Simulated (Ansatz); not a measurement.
# NH₄ (doublet): wave-function methods side by side at distance N1–H4 along a hydrogen transfer = 1.302 Å, 6-31G

Aim: climb from Hartree-Fock through coupled cluster and multireference methods for NH₄ (doublet) at one geometry and basis, and see what each rung misses.

The runs use Ansatz 0.2.0, Gaussian basis; 6-31G, core rule «outside noble gas», up to 1 orbitals frozen.

To be run: UHF; CCSD(T) on ROHF; CCSD(T) on UHF; BCCD(T) on ROHF; CISD; CCSDT(Q) on ROHF; CCSDT(Q) on UHF; CISDTQ; CCSDTQ on ROHF; CCSDTQ on UHF; CASSCF and MRCISD+Q, 3 electrons in 3 orbitals; CASSCF and NEVPT2, 3 electrons in 3 orbitals; CASSCF and MRCISD+Q, 9 electrons in 8 orbitals; CASSCF and NEVPT2, 9 electrons in 8 orbitals; Full CI.

5 further runs of the same task are left out: 5 that didn't finish.

### Step 1. The system

The geometry derives from fragments relaxed apart (PBE0/def2-TZVP) and kept rigid, so it is no stationary point. A hydrogen atom is moved between rigid fragments.

5 atoms, charge 0, spin multiplicity 2.

Atoms are counted from 1 here; the program's logs count them from 0.

Bond lengths: N1–H2 1.012 Å, N1–H3 1.012 Å, N1–H4 1.302 Å. Angles: H2–N1–H3 107.1°, H2–N1–H4 107.1°, H3–N1–H4 107.1°.

### Step 2. UHF

in.yaml

```yaml
crystal:
  periodic: [false, false, false]
  atoms:
    - {symbol: N, position_ang: [-0.166036, -0.031601, -0.049186]}
    - {symbol: H, position_ang: [-0.463316, 0.936233, -0.049186]}
    - {symbol: H, position_ang: [-0.463315, -0.433900, 0.831073]}
    - {symbol: H, position_ang: [1.135964, -0.031600, -0.049187]}
    - {symbol: H, position_ang: [2.097964, -0.031600, -0.049187]}
basis:
  gaussian: {orbitals: 6-31G}
magnetization: {spin_polarized: true, initial_magnetization: 1}
hamiltonian: {xc: hf}
output: {orbitals: {seedname: orbitals}}
```

Run with:

```sh
$ ansatz run in.yaml --threads 1 --pin off --events-out ev --progress --plain --max-ram 2393MiB
```

After this run come: CCSD(T) on ROHF; CCSD(T) on UHF; BCCD(T) on ROHF; CISD; CCSDT(Q) on ROHF; CCSDT(Q) on UHF; CISDTQ; CCSDTQ on ROHF; CCSDTQ on UHF; CASSCF and MRCISD+Q, 3 electrons in 3 orbitals; CASSCF and NEVPT2, 3 electrons in 3 orbitals; CASSCF and MRCISD+Q, 9 electrons in 8 orbitals; CASSCF and NEVPT2, 9 electrons in 8 orbitals; Full CI.

**Question.** What will the summary of the whole plan be? Wanted: FCI below the RHF energy; RMP2 from FCI; UMP2 from FCI; RCCSD from FCI; RCCSD(T) from FCI; UCCSD(T) from FCI; RCCSDT(Q) from FCI; UCCSDT(Q) from FCI; NEVPT2 pair from FCI.

**Answer**, as computed:

| quantity | value |
| --- | --- |
| FCI below the RHF energy | -4.1533 eV |
| RMP2 from FCI | +696.5 meV |
| UMP2 from FCI | +652.5 meV |
| RCCSD from FCI | +77.5 meV |
| RCCSD(T) from FCI | +18.6 meV |
| UCCSD(T) from FCI | +17.5 meV |
| RCCSDT(Q) from FCI | +0.3 meV |
| UCCSDT(Q) from FCI | +0.2 meV |
| NEVPT2 pair from FCI | +417.0 meV |
| MRCISD+Q pair from FCI | +41.6 meV |
| NEVPT2 valence from FCI | +318.5 meV |
| levels within 1 kcal/mol (43 meV) | RCCSD(T), UCCSD(T), BCCD(T), RCCSDT, UCCSDT, CISDTQ, RCCSDT(Q), UCCSDT(Q), RCCSDTQ, UCCSDTQ, MRCISD+Q pair, MRCISD+Q valence |
| T1 diagnostic | 0.046 |
| effectively unpaired electrons | 1.03 |

**Reading.** RCCSD(T) misses by +18.6 meV, 0.4 % of the correlation energy. The occupations are near whole numbers, but T1 = 0.046 shows that the orbitals relax strongly. Of the multireference levels listed MRCISD+Q valence comes nearest in total energy (+7.2 meV), which doesn't show that its space is the better one. These misses are within one basis, not against nature; the frozen cores of restricted and unrestricted runs differ, which can shift their rows.
